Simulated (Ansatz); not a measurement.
Wurtzite AlN: PBE at its full settings (plane-wave cutoff 520 eV, 12×12×8 k mesh (along the axes of the cell as run), Fermi–Dirac smearing 0.01 eV, scalar-relativistic PAW data made under PBE) and at cheaper ones, in a cell of 4 atoms with Γ-centred meshes.

```csv
level and setting,lattice parameter a (Å),c axis length (Å),bulk modulus B0 (GPa)
PBE (Ansatz),3.130,5.019,193
PBE (250 eV cutoff) (Ansatz),3.156,5.038,176
PBE (300 eV cutoff) (Ansatz),3.129,5.022,195
PBE (4×4×4 k mesh) (Ansatz),…,…,193
PBE (6×6×6 k mesh) (Ansatz),3.130,5.018,193
PBE (Fermi-Dirac smearing of 0.3 eV) (Ansatz),3.130,5.019,193
```

Q: Some entries are withheld; supply them.

A: 
- PBE (4×4×4 k mesh) (Ansatz, a first-principles code), lattice parameter a (Å): 3.132
- PBE (4×4×4 k mesh) (Ansatz), c axis length (Å): 5.011

Largest shifts from the full settings: lattice constant a +0.83 % (PBE (250 eV cutoff)), against a difference of +0.61 % of the full result from the reference 3.111 Å (measured, low temperature, extrapolated to low temperature; as tabulated in arXiv:1206.3780); lattice parameter c +0.38 % (PBE (250 eV cutoff)), against a difference of +0.80 % of the full result from the reference 4.979 Å (measured, low temperature, extrapolated to low temperature; as tabulated in arXiv:1206.3780); bulk modulus -8.8 % (PBE (250 eV cutoff)), against a difference of -7.2 % of the full result from the reference 208 GPa (measured, temperature not stated, no zero-point or thermal correction, sources range from 200 to 211; as tabulated in J. Phys. Chem. B 108, 11506, doi 10.1021/jp048396e, abstract (bulk AlN value …).

Ansatz's density-functional and Hartree–Fock values are scalar-relativistic unless marked +SOC, with PAW data made under PBE.

Run with cheap settings on purpose, which may leave them unconverged: PBE (250 eV cutoff), PBE (300 eV cutoff), PBE (4×4×4 k mesh), PBE (6×6×6 k mesh), PBE (Fermi-Dirac smearing of 0.3 eV).
